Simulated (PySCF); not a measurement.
**Level of theory and adiabatic energies of losing or gaining an electron: nitroxyl**

Structure: `N[O]` (H2NO•). The parent is a doublet.

All levels share the PBE0-D3(BJ)/ma-def2-SVP structures and the PBE0-D3(BJ)/ma-def2-SVP thermal terms; only the single-point energies (PySCF) change. Values are adiabatic energies of losing or gaining an electron (0 K, eV).

```tsv
level	ionisation energy to the singlet cation	ionisation energy to the triplet cation	time
MP2/jun-cc-pV(T+d)Z	8.88	10.78	26 s
HF/jun-cc-pV(T+d)Z	8.96	9.20	4.9 s
CCSD(T)/jun-cc-pV(T+d)Z	9.00	10.63	17 min
ωB97X-D3(BJ)/ma-def2-TZVP	9.36	10.76	–
```

Times are wall times for all single points of a level on 1 thread of Arm Neoverse V1, a shared host; the dash marks the run that also made the structures.

Hartree-Fock leaves out electron correlation, so its ionisation energies and electron affinities from energy differences come out too low, often by 1 eV or more.

The widest spread is that of ionisation energy to the triplet cation: 1.57 eV, from 9.20 to 10.78.

Differences come from unrounded values, so a last digit can differ from that of the printed terms.
